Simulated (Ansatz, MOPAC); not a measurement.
**C2F4 (tetrafluoroethylene): methods side by side**

C2F4, singlet, SMILES `FC(F)=C(F)F`. Each level relaxes the structure for itself.

Quantity: the zero-point energy at each level's own minimum, in kJ/mol. The values are calculated.

```json
{"level": "PM6-D3H4", "kind": "semi-empirical", "program": "MOPAC", "value (kJ/mol)": "56.0"}
{"level": "PM6-DH+", "kind": "semi-empirical", "program": "MOPAC", "value (kJ/mol)": "56.0"}
{"level": "PM6-ORG", "kind": "semi-empirical", "program": "MOPAC", "value (kJ/mol)": "55.6"}
{"level": "RM1", "kind": "semi-empirical", "program": "MOPAC", "value (kJ/mol)": "65.8"}
{"level": "HF/STO-3G", "kind": "Hartree–Fock", "program": "Ansatz", "value (kJ/mol)": "62.8"}
{"level": "HF/3-21G", "kind": "Hartree–Fock", "program": "Ansatz", "value (kJ/mol)": "62.2"}
{"level": "HF/6-31G* (Cartesian functions)", "kind": "Hartree–Fock", "program": "Ansatz", "value (kJ/mol)": "62.9"}
{"level": "PBE/def2-SVP", "kind": "GGA", "program": "Ansatz", "value (kJ/mol)": "55.2"}
{"level": "PBE0-D4/def2-TZVP", "kind": "global hybrid", "program": "Ansatz", "value (kJ/mol)": "57.8"}
{"level": "B3LYP5/3-21G", "kind": "global hybrid", "program": "Ansatz", "value (kJ/mol)": "56.3"}
```

Harmonic and unscaled. The values span 55.2 to 65.8 kJ/mol.
